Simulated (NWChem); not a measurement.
System: isobutene (C4H8); SMILES C=C(C)C

The following NWChem deck was run.

```
start job
memory heap 200 mb stack 900 mb global 1100 mb
geometry units angstroms noautosym nocenter noautoz
  C      1.270635     0.000403    -0.674535
  C      0.000000     0.000000     0.123266
  C     -1.270635    -0.000403    -0.674535
  C      0.000000     0.000000     1.461512
  H      1.320464     0.882935    -1.335170
  H      1.322973    -0.883913    -1.332548
  H      2.161431     0.002947    -0.030901
  H     -1.322973     0.883913    -1.332548
  H     -2.161431    -0.002947    -0.030901
  H     -1.320464    -0.882935    -1.335170
  H     -0.933284    -0.000236     2.031972
  H      0.933284     0.000236     2.031972
end
basis spherical
  * library 6-31+g*
end
dft
  xc hfexch
  iterations 150
end
property
  response 1 0.0
end
task dft property
```

Excerpt of the output:

```
             Northwest Computational Chemistry Package (NWChem) 7.3.0
             --------------------------------------------------------

                             Geometry "geometry" -> ""
                             -------------------------

 Output coordinates in angstroms (scale by  1.889725989 to convert to a.u.)

  No.       Tag          Charge          X              Y              Z
 ---- ---------------- ---------- -------------- -------------- --------------
    1 C                    6.0000     1.27063500     0.00040300    -0.67453500
    2 C                    6.0000     0.00000000     0.00000000     0.12326600
    3 C                    6.0000    -1.27063500    -0.00040300    -0.67453500
    4 C                    6.0000     0.00000000     0.00000000     1.46151200
    5 H                    1.0000     1.32046400     0.88293500    -1.33517000
    6 H                    1.0000     1.32297300    -0.88391300    -1.33254800
    7 H                    1.0000     2.16143100     0.00294700    -0.03090100
    8 H                    1.0000    -1.32297300     0.88391300    -1.33254800
    9 H                    1.0000    -2.16143100    -0.00294700    -0.03090100
   10 H                    1.0000    -1.32046400    -0.88293500    -1.33517000
   11 H                    1.0000    -0.93328400    -0.00023600     2.03197200
   12 H                    1.0000     0.93328400     0.00023600     2.03197200

 Effective nuclear repulsion energy (a.u.)     119.5175067508

  xc_inp: hfexch multiplicative factor not found.
                              NWChem Property Module
                              ----------------------

                                 NWChem DFT Module
                                 -----------------

 Summary of "ao basis" -> "ao basis" (spherical)
 ------------------------------------------------------------------------------
       Tag                 Description            Shells   Functions and Types
 ---------------- ------------------------------  ------  ---------------------
 C                          6-31+g*                  8       18   4s3p1d
 H                          6-31+g*                  2        2   2s

            General Information
            -------------------
          SCF calculation type: DFT
          Wavefunction type:  closed shell.
          No. of atoms     :    12
          No. of electrons :    32
           Alpha electrons :    16
            Beta electrons :    16
          Charge           :     0
          Spin multiplicity:     1
          Use of symmetry is: off; symmetry adaption is: off
          Maximum number of iterations: 150
          AO basis - number of functions:    88
                     number of shells:    48
          Convergence on energy requested:  1.00D-06
          Convergence on density requested:  1.00D-05
          Convergence on gradient requested:  5.00D-04

              XC Information
              --------------
                     Hartree-Fock (Exact) Exchange  1.000

      Superposition of Atomic Density Guess
      -------------------------------------

 Sum of atomic energies:        -154.63982685

      Non-variational initial energy
      ------------------------------

 Total energy =    -157.365565
 1-e energy   =    -441.688805
 2-e energy   =     164.805733
 HOMO         =      -0.296578
 LUMO         =       0.012692

   convergence    iter        energy       DeltaE   RMS-Dens  Diis-err
 ---------------- ----- ----------------- --------- --------- ---------
 d= 0,ls=0.0,diis     1   -156.0615749525 -2.76D+02  1.37D-02  2.67D-01
 d= 0,ls=0.0,diis     2   -156.1079105018 -4.63D-02  6.28D-03  2.15D-02
 d= 0,ls=0.0,diis     3   -156.1116985021 -3.79D-03  2.12D-03  2.79D-03
 d= 0,ls=0.0,diis     4   -156.1121844892 -4.86D-04  3.90D-04  5.35D-05
 d= 0,ls=0.0,diis     5   -156.1121971441 -1.27D-05  7.90D-05  7.34D-06
  Resetting Diis
 d= 0,ls=0.0,diis     6   -156.1121988159 -1.67D-06  2.30D-05  7.57D-07
 d= 0,ls=0.0,diis     7   -156.1121990049 -1.89D-07  7.50D-06  6.31D-08

         Total DFT energy =     -156.112199004874
      One electron energy =     -445.648773333958
           Coulomb energy =      193.560952913980
    Exchange-Corr. energy =      -23.541885335649
 Nuclear repulsion energy =      119.517506750753

 Numeric. integr. density =        0.000000000000

                       DFT Final Molecular Orbital Analysis
                       ------------------------------------

 Vector   14  Occ=2.000000D+00  E=-5.161966D-01
              MO Center= -1.3D-12, -7.0D-15, -1.9D-01, r^2= 3.3D+00
   Bfn.  Coefficient  Atom+Function         Bfn.  Coefficient  Atom+Function
  ----- ------------  ---------------      ----- ------------  ---------------
    64      0.376596   4 C  s                23     -0.301167   2 C  pz
    59      0.268527   4 C  pz                5      0.261024   1 C  pz
    41      0.261024   3 C  pz               31     -0.210544   2 C  pz
    28     -0.203159   2 C  s                27     -0.155179   2 C  pz
     9      0.152057   1 C  pz               45      0.152057   3 C  pz

 Vector   15  Occ=2.000000D+00  E=-4.828232D-01
              MO Center=  3.7D-14, -3.4D-15,  2.4D-01, r^2= 3.1D+00
   Bfn.  Coefficient  Atom+Function         Bfn.  Coefficient  Atom+Function
  ----- ------------  ---------------      ----- ------------  ---------------
    21      0.333964   2 C  px                3     -0.270550   1 C  px
    39     -0.270550   3 C  px               25      0.207246   2 C  px
    57     -0.206935   4 C  px               10     -0.158798   1 C  s
    46      0.158798   3 C  s                61     -0.157377   4 C  px
    29      0.145643   2 C  px                7     -0.139727   1 C  px

 Vector   16  Occ=2.000000D+00  E=-3.452186D-01
              MO Center= -2.3D-14,  2.2D-14,  6.6D-01, r^2= 2.3D+00
   Bfn.  Coefficient  Atom+Function         Bfn.  Coefficient  Atom+Function
  ----- ------------  ---------------      ----- ------------  ---------------
    58      0.382404   4 C  py               22      0.336161   2 C  py
    62      0.297310   4 C  py               26      0.265662   2 C  py
    74     -0.107593   5 H  s                76      0.107672   6 H  s
    80     -0.107672   8 H  s                84      0.107593  10 H  s
    30      0.098766   2 C  py                4     -0.091090   1 C  py

 Vector   17  Occ=0.000000D+00  E= 8.700512D-02
              MO Center=  3.7D-11,  6.0D-13, -3.7D-01, r^2= 1.5D+01
   Bfn.  Coefficient  Atom+Function         Bfn.  Coefficient  Atom+Function
  ----- ------------  ---------------      ----- ------------  ---------------
    64      0.945507   4 C  s                28      0.640608   2 C  s
    31     -0.620167   2 C  pz               11      0.523667   1 C  px
    47     -0.523667   3 C  px               67      0.406212   4 C  pz
    10      0.326941   1 C  s                46      0.326941   3 C  s
    24     -0.250776   2 C  s                78     -0.194731   7 H  s

 Vector   18  Occ=0.000000D+00  E= 9.410498D-02
              MO Center= -2.2D-09,  1.1D-12, -1.3D+00, r^2= 1.7D+01
   Bfn.  Coefficient  Atom+Function         Bfn.  Coefficient  Atom+Function
  ----- ------------  ---------------      ----- ------------  ---------------
    10     10.772204   1 C  s                46    -10.772204   3 C  s
    29     -6.273314   2 C  px               11     -3.382671   1 C  px
    47     -3.382671   3 C  px               13      2.016267   1 C  pz
    49     -2.016267   3 C  pz               65      0.242909   4 C  px
    86     -0.198943  11 H  s                88      0.198943  12 H  s

 Vector   19  Occ=0.000000D+00  E= 9.644096D-02
              MO Center=  5.6D-10, -1.1D-11,  1.6D+00, r^2= 1.6D+01
   Bfn.  Coefficient  Atom+Function         Bfn.  Coefficient  Atom+Function
  ----- ------------  ---------------      ----- ------------  ---------------
    64     13.895801   4 C  s                31     -6.038863   2 C  pz
    10     -5.565416   1 C  s                46     -5.565416   3 C  s
    67     -4.598448   4 C  pz               28     -3.040712   2 C  s
    11      1.731716   1 C  px               47     -1.731716   3 C  px
    13     -1.100399   1 C  pz               49     -1.100399   3 C  pz

     Multipole analysis of the density
     ---------------------------------

     L   x y z        total         alpha         beta         nuclear
     -   - - -        -----         -----         ----         -------
     0   0 0 0     -0.000000    -16.000000    -16.000000     32.000000

     1   1 0 0      0.000000      0.000000      0.000000     -0.000000
     1   0 1 0     -0.000000     -0.000000     -0.000000      0.000000
     1   0 0 1     -0.219207     -0.186094     -0.186094      0.152981

     2   2 0 0    -19.499594    -76.613568    -76.613568    133.727542
     2   1 1 0      0.001151     -0.021398     -0.021398      0.043947
     2   1 0 1      0.000000      0.000000      0.000000     -0.000000
     2   0 2 0    -21.640120    -16.394085    -16.394085     11.148049
     2   0 1 1      0.000000      0.000000      0.000000      0.000000
     2   0 0 2    -19.872625    -70.186768    -70.186768    120.500912

 *** CALLING NEW AORESP DRIVER FOR CLOSED AND OPEN SHELLS ***
 Entering AOResponse driver routine

--------------------------------------------------------------------------------

          -----------------------------------------------
          Solving response equations for perturbing field
          -----------------------------------------------

 number of frequencies:     1
 frequency in a.u.:  0.0000000E+00
 Perturbing field: electric
 Using El. Dipole Length Gauge

 Setting up CPKS with frequency omega =      0.00000000 a.u.

 STATIC response

                                NWChem CPHF Module
                                ------------------

  scftype          =     RHF
  nclosed          =       16
  nopen            =        0
  variables        =     1152
  # of vectors     =        3
  tolerance        = 0.10D-03
  level shift      = 0.00D+00
  max iterations   =       50
  max subspace     =       30

 SCF residual:    1.9229116200437832E-004

Iterative solution of linear equations
  No. of variables     1152
  No. of equations        3
  Maximum subspace       30
        Iterations       50
       Convergence  1.0D-04

   iter   nsub   residual    time
   ----  ------  --------  ---------
     1      3    1.37D+00       5.0
     2      6    9.34D-01       5.7
     3      9    2.19D-01       6.3
     4     12    8.30D-02       6.9
     5     15    2.25D-02       7.6
     6     18    4.82D-03       8.2
     7     21    7.61D-04       8.8
     8     24    2.47D-04       9.4
     9     27    6.75D-05      10.1

 Electric Dipole Response Matrix (nonzero elements):

              1        2        3
    1   43.5533   0.0009  -0.0000
    2    0.0009  36.9776  -0.0000
    3   -0.0000  -0.0000  61.0262

 ------------------------------------------
 average:        47.18569 + I       0.00000

 DFT Linear Response polarizability / au
 Frequency  =       0.0000000 / au
              X              Y              Z
 -----------------------------------------------
 X      43.5532901      0.0009308     -0.0000000
 Y       0.0009308     36.9776026     -0.0000000
 Z      -0.0000000     -0.0000000     61.0261773
 -----------------------------------------------
 Eigenvalues =      43.5532903     36.9776025     61.0261773
 Isotropic   =      47.1856900
 Anisotropic =      21.5276032
 -----------------------------------------------

 Magnetic Dipole Response Matrix (nonzero elements):

 Exiting AOResponse driver routine
```

Level: Hartree-Fock/6-31+G* (spherical d). All runs use the structure optimised with PBE0/def2-SVP.
